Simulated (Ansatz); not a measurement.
Process, species as SMILES: FCl -> F atom + Cl atom (the Cl-F bond breaks)

Wanted: bond dissociation energy (enthalpy at 298 K), in kcal/mol. Set-up: non-relativistic; no spin-orbit coupling; valence correlation only; six Cartesian d functions in 6-31G* and its kin unless marked 5d; 6-311+G** with 5d, 6d on Na to Ar in Ansatz (a first-principles code); LANL2DZ with its own core potentials from Na on; open shells spin-unrestricted. CBS marks a two-point X^-3 extrapolation of the correlation energy; Hartree-Fock from the larger set (for Q and 5 zeta extrapolated as (X+1)exp(-9√X)). Ab initio and DFT rows: single points at B3LYP-D3(BJ) geometries (Ansatz), with unscaled harmonic terms from B3LYP/6-31G* at its own minima.

Measured values: Active Thermochemical Tables 1.112 (ions: stationary electron), as tabulated in the package chemicals; they hold spin-orbit and core effects, anharmonicity. 

Value to compare with, the measured value: 61.3 kcal/mol.

| level | program | bond dissociation energy (enthalpy at 298 K) (kcal/mol) | error |
|---|---|---|---|
| MP2/STO-3G | Ansatz | 20.9 | -40.4 |
| MP2/3-21G | Ansatz | 27.4 | -33.9 |
| MP2/LANL2DZ | Ansatz | 22.7 | -38.6 |
| MP2/6-31G* | Ansatz | 54.3 | -7.0 |
| MP2/6-311+G** | Ansatz | 49.9 | -11.4 |
| CCSD(T)/CBS(cc-pV(Q+d)Z,cc-pV(5+d)Z) | Ansatz | 62.3 | 1.0 |

0 of the 5 habitual levels lie above the measured value; their mean absolute error is 26.3 kcal/mol, the median 33.9.

The sets are all those run for this method; runs whose electronic state is in doubt are left out.
